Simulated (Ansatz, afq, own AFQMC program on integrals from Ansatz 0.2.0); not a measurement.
AFQMC on a folder of integrals that Ansatz 0.2.0 wrote.

```yaml
crystal:
  periodic: [false, false, false]
  atoms:
    - {symbol: O, position_ang: [-0.152979, -0.049094, 0.000000]}
    - {symbol: H, position_ang: [-0.402288, 0.877481, 0.000000]}
    - {symbol: H, position_ang: [0.806550, -0.049094, 0.000000]}
    - {symbol: H, position_ang: [2.024021, -0.049094, 0.000000]}
basis:
  gaussian: {orbitals: cc-pVTZ}
magnetization: {spin_polarized: true, initial_magnetization: 1}
correlation: {method: ccsd_t, electrons: outside_noble_gas, hamiltonian_folder: ham}
```

```sh
$ ansatz run in.yaml --threads 1 --pin off --events-out ev --progress --plain --max-ram 16896MiB --backend cuda --devices 0, --max-vram 18GiB
```

afq runs on the folder ham with

```
--method phaseless --trial hf --walkers 3100 --populations 20 --least-time 40 --time-step 0.005 --steps-per-block 20 --equilibration-blocks 112 --max-blocks 4000 --target-error 0.0009000 --factor-cut 1e-05 --start spin_pure --seed 5593 --taylor-order 6
```

Times are imaginary, in 1/Eh. The walk had a cap of 97 s. With eight or more populations the least sampling time is a fifth of least-time, and the error comes from their spread.

afq prints:

```
orbitals 71  electrons 5 4  factors 416 of 416
reference energy -76.53854483 Eh
CCSD correlation -0.27377646 Eh in 11 cycles, weight of the determinant in the CISD state 0.9346
energy of the start -76.538695 Eh
 block  time / (1/Eh)  mean weight  energy / Eh
     1     0.100  1.0018  -76.653017
     2     0.200  1.0024  -76.708894
     3     0.300  1.0021  -76.742062
     4     0.400  1.0012  -76.760604
     5     0.500  1.0016  -76.773384
     8     0.800  1.0002  -76.796178
    13     1.300  0.9998  -76.810779
    25     2.500  1.0002  -76.825135
    37     3.700  1.0003  -76.820743
    49     4.900  0.9999  -76.825536
    61     6.100  0.9993  -76.820601
    73     7.300  1.0001  -76.819321
    85     8.500  0.9998  -76.822815
    97     9.700  0.9999  -76.821308
   109    10.900  1.0005  -76.820353
   121    12.100  0.9997  -76.831888
   133    13.300  1.0001  -76.824947
   145    14.500  1.0007  -76.826688
   157    15.700  0.9998  -76.830118
   165    16.500  0.9999  -76.813216
   169    16.900  1.0002  -76.819180
   181    18.100  1.0004  -76.822651
   189    18.900  1.0004  -76.819130
error from the spread of 20 populations
energy -76.823068 +/- 0.000880 Eh
(rows thinned)
```

The run passed its tests (sampling time, drift between the halves within three errors, error under three times the target), which doesn't prove that it has relaxed. The second half of the sampling lies above the first by 1.8 errors of their difference, so the energy may still be moving and its error bar be too small.

Against this walk (error 23.9 meV) on the same determinant: CCSD(T) 69.3 meV higher, CCSDT(Q) 55.3 meV higher, a separate phaseless walk with a CISD trial and standard settings 61.2 ± 24.2 meV higher. The error is statistical and leaves out the bias of the constraint.

Cautions: constraint bias not in the error.

The walk took 39 s on 1 × NVIDIA H100 80GB HBM3 with 2 threads of AMD EPYC 7R13 Processor (Zen 3), with other jobs on the host (the card was shared). The log's last line is the phaseless energy.

CCSDT and higher add their correlation energy to the determinant of the CCSD(T) run, since their own runs factorise the integrals more tightly (a shift of under 2 meV). A walk keeps the symmetry of its determinant, which the program's search chose and which needn't be the lowest solution, so a lower state of the same spin and another symmetry isn't excluded.
